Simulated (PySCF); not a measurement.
Compound: C₃H₂FN₂ (charge -1).
SMILES with atom numbers: `[F:1][c:2]1[cH:3][cH:4][n:5][n-:6]1` (hydrogens: H7 on C3; H8 on C4)

The same species was optimised twice, with GFN2-xTB and with PBE0-D3(BJ)/def2-SVP (PySCF), and the same property calculations (PySCF, gas phase) were run on both structures.

```json
{"coordinate": "F1–C2 (Å)", "GFN2-xTB": "1.376", "PBE0-D3(BJ)/def2-SVP": "1.353", "change": "-0.023"}
{"coordinate": "C3–C4 (Å)", "GFN2-xTB": "1.394", "PBE0-D3(BJ)/def2-SVP": "1.410", "change": "+0.016"}
{"coordinate": "N5–N6 (Å)", "GFN2-xTB": "1.343", "PBE0-D3(BJ)/def2-SVP": "1.355", "change": "+0.012"}
{"coordinate": "C2–C3 (Å)", "GFN2-xTB": "1.389", "PBE0-D3(BJ)/def2-SVP": "1.397", "change": "+0.008"}
{"coordinate": "C4–N5 (Å)", "GFN2-xTB": "1.333", "PBE0-D3(BJ)/def2-SVP": "1.339", "change": "+0.006"}
{"coordinate": "C2–N6 (Å)", "GFN2-xTB": "1.323", "PBE0-D3(BJ)/def2-SVP": "1.320", "change": "-0.003"}
{"coordinate": "F1–C2–N6 (°)", "GFN2-xTB": "121.4", "PBE0-D3(BJ)/def2-SVP": "120.4", "change": "-1.0"}
{"coordinate": "C2–C3–C4 (°)", "GFN2-xTB": "100.9", "PBE0-D3(BJ)/def2-SVP": "100.3", "change": "-0.6"}
{"coordinate": "C3–C2–N6 (°)", "GFN2-xTB": "112.9", "PBE0-D3(BJ)/def2-SVP": "113.5", "change": "+0.6"}
{"coordinate": "C4–N5–N6 (°)", "GFN2-xTB": "108.5", "PBE0-D3(BJ)/def2-SVP": "108.1", "change": "-0.4"}
{"coordinate": "F1–C2–C3 (°)", "GFN2-xTB": "125.7", "PBE0-D3(BJ)/def2-SVP": "126.1", "change": "+0.4"}
{"coordinate": "C3–C4–N5 (°)", "GFN2-xTB": "111.0", "PBE0-D3(BJ)/def2-SVP": "111.3", "change": "+0.3"}
{"coordinate": "C2–N6–N5 (°)", "GFN2-xTB": "106.7", "PBE0-D3(BJ)/def2-SVP": "106.9", "change": "+0.2"}
```

Rotational constants: A = 9925, B = 3654, C = 2671 MHz (GFN2-xTB) against A = 9810, B = 3680, C = 2676 MHz (PBE0-D3(BJ)/def2-SVP). Point groups within 0.08 Å: Cs and Cs.

On the GFN2-xTB structure: HOMO (eV) -1.01 [PBE0/pcSseg-1]; LUMO (eV) 6.50 [PBE0/pcSseg-1]; GIAO shielding of F1 (ppm) 335.5 [PBE0/pcSseg-1]; GIAO shielding of C2 (ppm) 10.3 [PBE0/pcSseg-1]; GIAO shielding of C3 (ppm) 107.5 [PBE0/pcSseg-1]; GIAO shielding of C4 (ppm) 52.4 [PBE0/pcSseg-1]; GIAO shielding of N5 (ppm) -77.8 [PBE0/pcSseg-1]; GIAO shielding of N6 (ppm) -60.4 [PBE0/pcSseg-1].

Task: What do these properties become on the PBE0-D3(BJ)/def2-SVP structure?

Result: 
| property | level | on GFN2-xTB | on PBE0-D3(BJ)/def2-SVP | change |
| --- | --- | --- | --- | --- |
| HOMO (eV) | PBE0/pcSseg-1 | -1.01 | -0.99 | +0.02 |
| LUMO (eV) | PBE0/pcSseg-1 | 6.50 | 6.48 | -0.02 |
| energy, GFN2-xTB geometry as zero (kcal/mol) | PBE0/pcSseg-1 | 0.0 | -0.3 | -0.3 |
| GIAO shielding of F1 (ppm) | PBE0/pcSseg-1 | 335.5 | 337.2 | +1.7 |
| GIAO shielding of C2 (ppm) | PBE0/pcSseg-1 | 10.3 | 12.1 | +1.8 |
| GIAO shielding of C3 (ppm) | PBE0/pcSseg-1 | 107.5 | 106.4 | -1.1 |
| GIAO shielding of C4 (ppm) | PBE0/pcSseg-1 | 52.4 | 49.0 | -3.4 |
| GIAO shielding of N5 (ppm) | PBE0/pcSseg-1 | -77.8 | -81.8 | -4.0 |
| GIAO shielding of N6 (ppm) | PBE0/pcSseg-1 | -60.4 | -61.6 | -1.2 |

The heavy atoms differ by 0.013 Å rms after alignment. Among bonds between heavy atoms F1–C2 changes most (-0.023 Å). Changes are differences of the printed values. Neither structure is proved a minimum here. Isolated species at its PBE0-D3(BJ)/def2-SVP geometry, gas phase.
